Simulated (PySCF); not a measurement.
**Gas-phase XPS of `CCCOC`, computed**

Species: C₄H₁₀O.
SMILES with atom numbers: `[CH3:1][CH2:2][CH2:3][O:4][CH3:5]`

Geometry (GFN2-xTB, Å), atoms numbered from 1 in this order:
```xyz
15
C4H10O angstrom
C     -2.271    0.012    0.411
C     -1.075   -0.482   -0.392
C      0.226    0.129    0.114
O      1.296   -0.359   -0.665
C      2.538    0.153   -0.267
H     -3.189   -0.435    0.038
H     -2.359    1.094    0.337
H     -2.161   -0.251    1.461
H     -1.194   -0.223   -1.444
H     -0.997   -1.569   -0.325
H      0.383   -0.135    1.173
H      0.182    1.228    0.045
H      3.284   -0.285   -0.926
H      2.766   -0.117    0.773
H      2.567    1.247   -0.356
```

Method: delta-SCF UKS SCAN, pcX-2 on the ionised atom, pcseg-1 elsewhere, spin-free X2C (PySCF). Binding energies are ΔSCF values: E(core-ionised, relaxed orbitals) − E(ground state) at a fixed geometry, referred to the vacuum level.

Question: List the computed XPS lines with their assignment.

Answer: 
```tsv
atom(s)	environment	level	binding energy (eV)	above the level's lowest (eV)	count
C1	methyl carbon	C 1s	290.60	+0.10	1
C2	chain CH2 carbon	C 1s	290.50	0.00	1
C3	sp3 carbon bound to oxygen	C 1s	291.85	+1.35	1
O4	ether oxygen	O 1s	538.17	0.00	1
C5	methoxy carbon	C 1s	292.04	+1.54	1
```

Lowest listed C 1s: C2, bonded to 2 C and 2 H. Highest, 1.54 eV above it: C5, bonded to O and 3 H. Summing the Pauling electronegativity differences to the bonded atoms, each weighted by its formal bond order, gives -0.70 for the lowest site and -0.16 for the highest; the largest sum, +0.19, belongs to C3, 0.19 eV below the top. The smallest sum, -1.05, belongs to C1, 0.10 eV above the lowest.

Question: Give the binding energy of C 1s of C1 in hartree and in kJ/mol.

Answer: 290.60 eV = 10.6794 Eh = 28039 kJ/mol.

Question: Which photon energy gives electrons from C 1s of C1 a kinetic energy of 200 eV, and what is their de Broglie wavelength?

Answer: hν = 290.60 + 200 = 490.60 eV, recoil neglected; λ = 12.264 Å/√(E/eV) = 0.87 Å.

Geometry: GFN2-xTB, one conformer, isolated molecule.
